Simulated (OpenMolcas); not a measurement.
# SiH2 (SMILES [SiH2]): levels of theory compared

Aim: a comparison of 6 runs (UHF/6-31G*, M06-2X/6-31G*, SVWN5/6-31G*, UB3LYP/6-31G*, UPBE/6-31G*, MP2/6-31G*) of SiH2. 

The calculation is run with OpenMolcas 26.06.

**1. The structure to begin with**

The species is SiH2 (3 atoms), meant as a singlet with charge 0. SMILES: `[SiH2]`. The Si1–H3 distance was set to 1.907 Å, away from the relaxed value.

Bond lengths: Si1–H2 1.525 Å. A long bond or contact: Si1–H3 1.907 Å.

**2. The energy at UHF/6-31G(d) (spherical functions) (run 1)**

coord.xyz reads:

```xyz
3

Si    -0.526727     0.847568    -0.189774
H      0.804773     0.957568     0.546326
H     -0.349100    -1.047200    -0.308900
```

mol.inp reads:

```
>>> EXPORT MOLCAS_PRINT=2
&GATEWAY
BasLib
$CurrDir
Coord
coord.xyz
Basis
6-31Gs
Group
NoSym
&SEWARD
&SCF
UHF
Thresholds
1e-10 1e-07 1e-07 1e-05
Scramble
0.25
PrOrbitals
1 1
```

The basis set 6-31G* is read from a file made from the Basis Set Exchange's data (not shown).

Started as:

```console
$ export MOLCAS_MEM=1860
$ pymolcas mol.inp > mol.log
```

The program printed:

```text
--- Start Module: gateway ---
[...]
--- Stop Module: gateway /rc=_RC_ALL_IS_WELL_ ---
--- Start Module: seward ---
[...]
      Basis functions           22
--- Stop Module: seward /rc=_RC_ALL_IS_WELL_ ---
--- Start Module: scf ---
[...]
       Convergence after  26 Iterations
[...]
::    Total SCF energy                               -289.9706914428
[...]
      Total spin, S                                     0.2188015426
[...]
      Total electronic charge=   16.000000
      Total            charge=   -0.000000
[...]
      Dipole Moment (debye):
      Origin of the operator (angstrom)=   -0.4760    0.7876   -0.1690
                   X=  4.8622E-02               Y=  1.0810E+00               Z=  1.4945E-01           Total=  1.0923E+00
      Quadrupole Moment (debye*angstrom):
[...]
--- Stop Module: scf /rc=_RC_ALL_IS_WELL_ ---
[...]
```

It took 2 s on 1 thread of Intel Xeon Platinum 8375C at 2.90GHz (Ice Lake), shared host; peak memory 0.37 GiB.

**3. A single-point energy at M06-2X/6-31G(d) (spherical functions) (run 2)**

coord.xyz is that of step 2.

mol.inp reads:

```
* H2Si Kohn-Sham DFT
>>> EXPORT MOLCAS_PRINT=2
&GATEWAY
BasLib=$CurrDir
Coord=coord.xyz
Basis=6-31Gs
Group=NoSym
&SEWARD
GridInput
Grid=UltraFine
End of Grid
&SCF
KSDFT=M062X
Thresholds=1e-10 1e-07 1e-07 1e-05
PrOrbitals=1 1
```

The basis set 6-31G* is read from a file made from the Basis Set Exchange's data (not shown).

Started as:

```console
$ export MOLCAS_MEM=1860
$ pymolcas mol.inp > mol.log
```

The program printed:

```text
--- Start Module: gateway ---
[...]
--- Stop Module: gateway /rc=_RC_ALL_IS_WELL_ ---
--- Start Module: seward ---
[...]
      Basis functions           22
--- Stop Module: seward /rc=_RC_ALL_IS_WELL_ ---
--- Start Module: scf ---
[...]
       Convergence after  11 Iterations
[...]
::    Total KS-DFT energy                            -290.5320653376
[...]
      Total spin, S                                     0.0000000000
[...]
      Total electronic charge=   16.000000
      Total            charge=   -0.000000
[...]
      Dipole Moment (debye):
      Origin of the operator (angstrom)=   -0.4760    0.7876   -0.1690
                   X=  2.1138E-01               Y=  7.8512E-01               Z=  2.0423E-01           Total=  8.3833E-01
      Quadrupole Moment (debye*angstrom):
[...]
--- Stop Module: scf /rc=_RC_ALL_IS_WELL_ ---
[...]
```

It took 3.9 s on 1 thread of Intel Xeon Platinum 8375C at 2.90GHz (Ice Lake), shared host; peak memory 0.37 GiB.

Runs 3 to 4 aren't shown in full; the table further down has their settings and results.

**4. A single-point energy at UPBE/6-31G(d) (spherical functions) (run 5)**

coord.xyz is that of step 3.

mol.inp reads:

```
&gateway
baslib
$CurrDir
coord
coord.xyz
basis
6-31Gs
group
NoSym
&seward
gridinput
Grid=UltraFine
End of Grid
&scf
uhf
ksdft
PBE
thresholds
1e-10 1e-07 1e-07 1e-05
scramble
0.25
prorbitals
1 1
```

The basis set 6-31G* is read from a file made from the Basis Set Exchange's data (not shown).

Started as:

```console
$ export MOLCAS_MEM=1860
$ pymolcas mol.inp > mol.log
```

The program printed:

```text
--- Start Module: gateway ---
[...]
--- Stop Module: gateway /rc=_RC_ALL_IS_WELL_ ---
--- Start Module: seward ---
[...]
      Basis functions           22
--- Stop Module: seward /rc=_RC_ALL_IS_WELL_ ---
--- Start Module: scf ---
[...]
       Convergence after  17 Iterations
[...]
::    Total KS-DFT energy                            -290.4077707275
[...]
      Total spin, S                                    -0.0000000000
[...]
      Total electronic charge=   16.000000
      Total            charge=   -0.000000
[...]
      Dipole Moment (debye):
      Origin of the operator (angstrom)=   -0.4760    0.7876   -0.1690
                   X=  3.1903E-01               Y=  6.1642E-01               Z=  2.4353E-01           Total=  7.3556E-01
      Quadrupole Moment (debye*angstrom):
[...]
--- Stop Module: scf /rc=_RC_ALL_IS_WELL_ ---
[...]
```

Run time: 5.4 s. Hardware: 1 thread of Intel Xeon Platinum 8375C at 2.90GHz (Ice Lake), shared host; peak memory 0.37 GiB.

**5. A single-point energy at MP2/6-31G(d) (spherical functions) (run 6)**

coord.xyz is that of step 4.

mol.inp reads:

```
&GATEWAY
  BasLib=$CurrDir
  Coord=coord.xyz
  Basis=6-31Gs
  Group=NoSym

&SEWARD

&SCF
  Thresholds=1e-10 1e-07 1e-07 1e-05
  PrOrbitals=1 1

&MBPT2
  Frozen=5
```

The basis set 6-31G* is read from a file made from the Basis Set Exchange's data (not shown).

Started as:

```console
$ export MOLCAS_MEM=1860
$ pymolcas mol.inp > mol.log
```

The program printed:

```text
--- Start Module: gateway ---
[...]
--- Stop Module: gateway /rc=_RC_ALL_IS_WELL_ ---
[...]
      Basis functions           22
[...]
--- Start Module: scf ---
[...]
       Convergence after  10 Iterations
[...]
::    Total SCF energy                               -289.9692158984
[...]
      Total spin, S                                     0.0000000000
[...]
      Total electronic charge=   16.000000
      Total            charge=   -0.000000
[...]
      Dipole Moment (debye):
      Origin of the operator (angstrom)=   -0.4760    0.7876   -0.1690
                   X=  2.1763E-01               Y=  9.5648E-01               Z=  2.2713E-01           Total=  1.0069E+00
      Quadrupole Moment (debye*angstrom):
[...]
--- Stop Module: scf /rc=_RC_ALL_IS_WELL_ ---
--- Start Module: mbpt2 ---
[...]
WARNING!
Default frozen orbitals as non valence orbitals is overwritten by user input.
Default values:   2
[...]
       Reference weight ( Cref**2 )         =        0.95998
::    Total MBPT2 energy                             -290.0390320777
[...]
      Total MBPT2 calculations                           0.04      0.03
--- Stop Module: mbpt2 /rc=_RC_ALL_IS_WELL_ ---
[...]
```

Wall time 1.7 s (1 thread of Intel Xeon Platinum 8375C at 2.90GHz (Ice Lake), shared host); peak memory 0.37 GiB.

**6. Overview of the runs**

| run | level | scramble | integration grid | energy (Eh) | dipole moment (D) of the reference | HOMO energy (eV) | LUMO energy (eV) | wall time |
| --- | --- | --- | --- | --- | --- | --- | --- | --- |
| 1 | UHF/6-31G* (spherical functions) | 0.25 | – | -289.970691 | 1.09 | -9.53 | 0.24 | 2 s |
| 2 | M06-2X/6-31G* (spherical functions) | – | UltraFine | -290.532065 | 0.84 | -7.87 | -2.30 | 3.9 s |
| 3 | SVWN5/6-31G* (spherical functions) | – | UltraFine | -289.375821 | 0.68 | -5.93 | -4.29 | 2.7 s |
| 4 | UB3LYP/6-31G* (spherical functions) | 0.25 | UltraFine | -290.588062 | 0.82 | -6.77 | -3.42 | 6.3 s |
| 5 | UPBE/6-31G* (spherical functions) | 0.25 | UltraFine | -290.407771 | 0.74 | -5.92 | -4.14 | 5.4 s |
| 6 | MP2/6-31G* (spherical functions) | – | – | -290.039032 | 1.01 | -9.31 | -0.01 | 1.7 s |

**7. Summary of results**

| quantity | value |
| --- | --- |
| run 6: total energy | -290.03903 Eh |
| run 6: dipole moment (mean-field density) | 1.01 D |
| run 6: HOMO energy (Hartree–Fock orbitals) | -9.31 eV |
| run 6: LUMO energy (Hartree–Fock orbitals) | -0.01 eV |
| run 6: HOMO–LUMO gap (Hartree–Fock orbitals) | 9.30 eV |
| run 6: correlation energy (5 core orbitals frozen) | -69.8 mEh |

Over runs 1, 2, 3, 4, 5 the dipole moment (its size) runs from 0.68 D (SVWN5/6-31G*) to 1.09 D (UHF/6-31G*). Over runs 1, 2, 3, 4, 5 the HOMO–LUMO gap runs from 1.64 eV (SVWN5/6-31G*) to 9.77 eV (UHF/6-31G*). Totals of different functionals can't be ranked against each other. Spin contamination of the reference: run 1 ⟨S²⟩ = 0.27. All runs together took 22 s, the longest 6.3 s.
